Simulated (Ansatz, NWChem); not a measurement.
Worked example: the enthalpy of formation of C2H3ClO (acetyl chloride)

C2H3ClO: 7 atoms, total charge 0, spin state singlet. SMILES: `CC(=O)Cl`. The shape is that of a PBE0-D4/def2-TZVP optimisation.

Total energies at PBE0/cc-pVDZ (NWChem 7.3.0); the atoms run unrestricted:

| species | state | energy (Eh) |
| --- | --- | --- |
| C2H3ClO | singlet | -613.140133 |
| C | triplet | -37.799013 |
| O | triplet | -74.993041 |
| Cl | doublet | -459.990330 |
| H | doublet | -0.500290 |

Harmonic wavenumbers at PBE0-D4/def2-TZVP, in cm⁻¹: 136, 346, 451, 528, 622, 972, 1041, 1124, 1383, 1454, 1457, 1909, 3072, 3150, 3180.

Measured heats of formation of the gaseous atoms at 298.15 K, in kJ/mol: C 716.9, O 249.2, Cl 121.3, H 218.0. Spin-orbit lowering of the atoms at 298 K (mean of the ground term's levels less their thermal mean, from spectra), in kJ/mol: C 0.02, O 0.40, Cl 3.44. Take 1 Eh = 2625.50 kJ/mol, 1 cm⁻¹ = 0.0119627 kJ/mol, RT = 2.479 kJ/mol.

Task: What heat of formation follows?

Result: 
1. Electronic atomisation energy: 2 × (-37.799013) + (-74.993041) + (-459.990330) + 3 × (-0.500290) − (-613.140133) = 1.057866 Eh = 2777.4 kJ/mol.
2. Zero-point energy: half the sum of the wavenumbers, 10412.5 cm⁻¹ = 124.6 kJ/mol.
3. Thermal vibrational enthalpy, Σ hcν̃/(exp(hcν̃/kT) − 1): 4.6 kJ/mol. Translation, rotation and pV of a non-linear molecule: 4 RT = 9.9 kJ/mol.
4. The 7 free atoms carry 5/2 RT each: 43.4 kJ/mol.
5. Spin-orbit coupling lowers the free atoms by 2 × 0.02 + 0.40 + 3.44 = 3.9 kJ/mol.
6. Atomisation enthalpy at 298 K: 2777.4 − 3.9 − 124.6 − 4.6 − 9.9 + 43.4 = 2677.8 kJ/mol.
7. Sum of the atoms' heats of formation: 2458.3 kJ/mol. Heat of formation: 2458.3 − 2677.8 = -219.5 kJ/mol.

The tabulated value is -241.5 kJ/mol (Active Thermochemical Tables), so this level is off by +22.0 kJ/mol, or 0.8 % of the atomisation enthalpy that the table implies (2699.7 kJ/mol). Anharmonicity and any spin-orbit splitting of the molecule are left out.
